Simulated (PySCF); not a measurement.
Gas-phase reaction: 3 H₃SiSiCl₃ = SiH + Si₂H₅ + 3 SiHCl₃

Energies from PySCF, thermal terms from the rigid-rotor harmonic-oscillator model, ideal gas at 1 bar. † marks an energy on the PBE0/def2-TZVP geometry and frequencies. Open shells (unrestricted): SiH (multiplicity 2), Si₂H₅ (multiplicity 2); the rest are closed-shell singlets. Spin-orbit splitting is ignored; it lowers the true energy and changes the entropy of SiH. B3LYP is the form with VWN-RPA correlation. H₃SiSiCl₃, Si₂H₅: computed as isolated molecules; such fragments, hydroxides, amides, oligomers or adducts are transient or little studied in the gas.

B3LYP/def2-TZVP† gives ΔH°(298 K) = 434 kJ.

What do ωB97M-V/def2-TZVP†, r2SCAN/def2-TZVP†, HF/def2-TZVP† give?

ωB97M-V/def2-TZVP†: 476 kJ; r2SCAN/def2-TZVP†: 477 kJ; HF/def2-TZVP†: 341 kJ. For scale, ΔH°(298 K) is 434 kJ at this level, 476 kJ at ωB97M-V/def2-TZVP†, and runs from 341 to 553 kJ over the 19 levels computed.
